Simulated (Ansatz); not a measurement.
# C₄H₄F₂: up Jacob's ladder to CCSD(T)

The task here is to estimate one member of a computed series from the others.

Computed with Ansatz 0.2.0, Gaussian basis. Level: functionals in def2-TZVPP, the program's frozen cores in correlated methods.

Plan: LDA (SPW92), PBE-D4, revPBE-D4, BLYP-D4, r2SCAN-D4, B97M-V, PBE0-D4, B3LYP-D4, r2SCANh-D4, r2SCAN0-D4, HSE06-D4, BHLYP-D4, CAM-B3LYP-D4, LC-ωPBE, ωB97X-V, ωB97M-V, B2PLYP, PBE-QIDH; CCSD(T)/def2-SVP; CCSD(T)/def2-TZVPP; MP2/def2-QZVPP; extrapolation to the limit; RPA on PBE.

## Structure used throughout

The geometry comes from an earlier relaxation with PBE0-D4 in a triple-zeta def2 set; it is a stationary point, not always the lowest conformer.

SMILES `C=CC=C(F)F`, 10 atoms, charge 0, spin multiplicity 1.

Atoms are counted from 1 here; the program's logs count them from 0.

Bond lengths: C1–C2 1.332 Å, C1–H7 1.085 Å, C1–H8 1.082 Å, C2–C3 1.445 Å, C2–H9 1.086 Å, C3–C4 1.325 Å, C3–H10 1.083 Å, C4–F5 1.312 Å, C4–F6 1.313 Å. Angles: C2–C1–H7 121.6°, C2–C1–H8 121.2°, H7–C1–H8 117.2°, C1–C2–C3 123.9°, C1–C2–H9 119.4°, C3–C2–H9 116.7°, C2–C3–C4 123.6°, C2–C3–H10 120.0°, C4–C3–H10 116.5°, C3–C4–F5 124.7°, C3–C4–F6 125.3°, F5–C4–F6 110.0°.

Set-up of the first run:

Input file in.yaml:

```yaml
crystal:
  periodic: [false, false, false]
  atoms:
    - {symbol: C, position_ang: [0.298468, -1.765276, 0.576180]}
    - {symbol: C, position_ang: [0.012359, -0.464328, 0.588675]}
    - {symbol: C, position_ang: [0.021528, 0.373696, -0.588277]}
    - {symbol: C, position_ang: [-0.263728, 1.667645, -0.568950]}
    - {symbol: F, position_ang: [-0.261929, 2.448430, -1.623712]}
    - {symbol: F, position_ang: [-0.588487, 2.357269, 0.500313]}
    - {symbol: H, position_ang: [0.560842, -2.281031, -0.341533]}
    - {symbol: H, position_ang: [0.278444, -2.352789, 1.485076]}
    - {symbol: H, position_ang: [-0.245855, 0.016172, 1.527733]}
    - {symbol: H, position_ang: [0.271359, -0.050888, -1.552605]}
basis:
  gaussian: {orbitals: def2-TZVPP}
hamiltonian: {xc: lda}
output: {orbitals: {seedname: orbitals}}
```

Among the steps run: LDA; PBE-D4 (GGA); revPBE-D4 (GGA); BLYP-D4 (GGA); r2SCAN-D4 (meta-GGA); B97M-V (meta-GGA); PBE0-D4 (hybrid); B3LYP-D4 (hybrid); r2SCANh-D4 (hybrid); r2SCAN0-D4 (hybrid); HSE06-D4 (hybrid); BHLYP-D4 (hybrid); CAM-B3LYP-D4 (range-separated); LC-ωPBE-D4 (range-separated; the results give it without D4); ωB97X-V (range-separated); ωB97M-V (range-separated); B2PLYP (double hybrid); PBE-QIDH (double hybrid).

One table of the session follows, with a row left open; its other results are not shown here.

It belongs to the step «Orbital energies across the functionals». 

```
  functional  HOMO (eV)  gap (eV)
 LDA (SPW92)      -5.89      3.99
      PBE-D4          ?         ?
   revPBE-D4      -5.58      4.05
     BLYP-D4      -5.53      4.01
   r2SCAN-D4      -5.84      4.38
      B97M-V      -5.85      4.49
     PBE0-D4      -6.75      6.03
    B3LYP-D4      -6.56      5.60
  r2SCANh-D4      -6.25      5.12
  r2SCAN0-D4      -6.87      6.25
    HSE06-D4      -6.36      5.26
    BHLYP-D4      -7.71      8.04
CAM-B3LYP-D4      -8.03      8.39
     LC-ωPBE      -9.31     10.81
     ωB97X-V      -8.93     10.40
     ωB97M-V      -8.85     10.23
```

Q: Estimate the row for PBE-D4 from the others.

The run gave: HOMO (eV): -5.67; gap (eV): 4.03. In the column «HOMO (eV)» it lies between r2SCAN-D4 (-5.84) and revPBE-D4 (-5.58).
